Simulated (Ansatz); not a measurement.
Ideal-gas functions of `O=CC1CO1` at 400 K and 1 bar, from an Ansatz frequency run at PBE0-D4/def2-TZVP.

Molar mass 72.06 g/mol, point group C1 (symmetry number 1), electronic degeneracy 1, moments of inertia 27.167, 153.275, 159.569 u Å². Harmonic wavenumbers (cm⁻¹, unscaled): 132, 301, 354, 516, 870, 895, 935, 1024, 1099, 1156, 1158, 1181, 1261, 1353, 1434, 1521, 1844, 2912, 3107, 3169, 3201.

Use S(trans) = R[1.5 ln M + 2.5 ln T − 1.1517]; rotational temperatures θ = 24.2544 K / I; S(rot) = R[ln(√π/σ · √(T³/θAθBθC)) + 1.5]; for each mode x = 1.438777 ν̃/T, S = R[x/(eˣ − 1) − ln(1 − e⁻ˣ)] and H = RT x/(eˣ − 1); 1 cm⁻¹ = 0.0119627 kJ/mol; R = 8.31446 J/(mol·K).

By hand: the entropy, in J/(mol·K).

Translation 168.3. Rotation: θ = 0.8928, 0.1582, 0.152 K, giving 107.9. Vibration, mode by mode: 14.59, 8.05, 6.85, 4.27, 1.56, 1.45, 1.30, 1.00, 0.80, 0.68, 0.68, 0.63, 0.50, 0.38, 0.30, 0.23, 0.08, 0.00, 0.00, 0.00, 0.00, in all 43.3. Electronic 0.0. Sum 319.5 J/(mol·K).

By hand: H − E and G − E in kJ/mol, counted from the electronic energy.

Zero-point energy ½ × 29423 × 0.0119627 = 176.0; thermal vibration 10.3; translation, rotation and pV give 4 RT = 13.3. H − E = 199.6 kJ/mol, and G − E = 199.6 − 400 × 319.5/1000 = 71.8 kJ/mol.

Vibration gives 14 % of the entropy, 14.6 J/(mol·K) of it from the mode under 150 cm⁻¹: soft modes count most, and the harmonic formula is weakest for them. The sum counts one conformer and one mirror image; others add a mixing term.
